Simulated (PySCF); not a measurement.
# SiP⁺ from Hartree–Fock to correlated methods

State: ³Σ⁻ (triplet), unpaired electrons π ↑↑. Set-up: PySCF, no relativity, basis sets Si def2-TZVPPD, P def2-TZVPPD. De refers to Si⁺ + P in their high-spin ground configurations, without counterpoise correction. The functionals are run spin-unrestricted. A positive dipole points towards P; it is taken about the centre of mass and depends on that origin.

```
      Level  Re (Å)  ωe (cm⁻¹)  De (eV)  μ (D)  CPU s a point (SCF and correlation, without the integrals)
        UHF   2.199        527     1.62  -2.08                                                         1.4
    UHF-MP2   2.205        531     2.60    n/a                                                         2.3
UHF-SCS-MP2   2.207        522     2.57    n/a                                                         n/a
   UHF-CCSD   2.214        512     2.60    n/a                                                         n/a
UHF-CCSD(T)   2.222        502     2.73    n/a                                                          35
        PBE   2.248        481     3.36  -1.46                                                         2.2
     revPBE   2.255        477     3.21  -1.48                                                         1.5
       BLYP   2.263        461     3.23  -1.53                                                           1
     r²SCAN   2.225        502     3.15  -1.45                                                         2.4
      TPSSh   2.226        501     3.13  -1.51                                                         3.2
       PBE0   2.217        512     3.13  -1.57                                                         3.1
    r²SCAN0   2.205        523     2.97  -1.57                                                         3.4
        M06   2.219        514     3.37  -1.55                                                         3.2
  CAM-B3LYP   2.203        521     2.98  -1.66                                                         4.3
```

(1) Which functional lies closest to UHF-CCSD(T) in De, which farthest, and by how much do they differ from it?

(2) What does the step from GGA to meta-GGA do here, going from PBE to r²SCAN?

(3) What does second-order correlation do here, going from UHF to UHF-MP2?

Correlated steps freeze 10 core orbitals. For an ion De counts to the pair picked by the measured ionisation energies or electron affinities, which need not be the lowest pair at this level. The state was picked by a PBE0 search and need not be the measured ground state.

The whole job (state search and all levels along the bond) took about 7.4 min on 2 threads of Arm Neoverse V2 (shared host), peak memory 4 GiB.

Results:

(1) Closest is r²SCAN0 (-1.7 pm in Re, +4.2 % in ωe, +0.24 eV in De against UHF-CCSD(T) in the same basis), farthest M06 (-0.3 pm in Re, +2.4 % in ωe, +0.64 eV in De). CCSD(T) converges more slowly with the basis than the functionals do and binds too weakly in this one, so the order can change at the basis-set limit.

(2) r²SCAN less PBE: -2.3 pm in Re, +4.4 % in ωe, -0.21 eV in De. 

(3) UHF-MP2 less UHF: +0.6 pm in Re, +0.8 % in ωe, +0.98 eV in De. Correlation nearly always deepens the well. The bond lengthens, as in strong covalent bonds, where excitations into antibonding orbitals dominate.
